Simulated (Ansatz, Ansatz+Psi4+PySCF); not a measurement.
```xyz
2

N     0.0000    0.0000   -0.7918
S     0.0000    0.0000    0.7918
```

Basis set: cc-pVTZ on N; cc-pV(T+d)Z on S (spherical functions). Left uncorrelated: 6 orbitals. Correlation on ROHF uses semicanonical orbitals with singles. Charge 0, multiplicity 2.

Computed with Ansatz (development build ahead of 0.2.0); the reference of a correlated method needn't be the lowest determinant of its kind.

The atomization energy at this shape (free ground-state atoms in the same class of orbitals less the molecule, no zero-point energy) of doublet NS:

```json
{"method": "UHF-BCCD(T)", "atomization energy": "419.1 kJ/mol"}
{"method": "ROHF-CCSD(T)", "atomization energy": "419.2 kJ/mol"}
```

Problem. What does UHF-CCSD(T) give?

Solution. 412.1 kJ/mol. Caution: the reference determinant was not shown to be the lowest. Caution for ROHF-CCSD(T): an unrestricted determinant lies well below. Caution for UHF-CCSD(T): another reference gives a lower total.
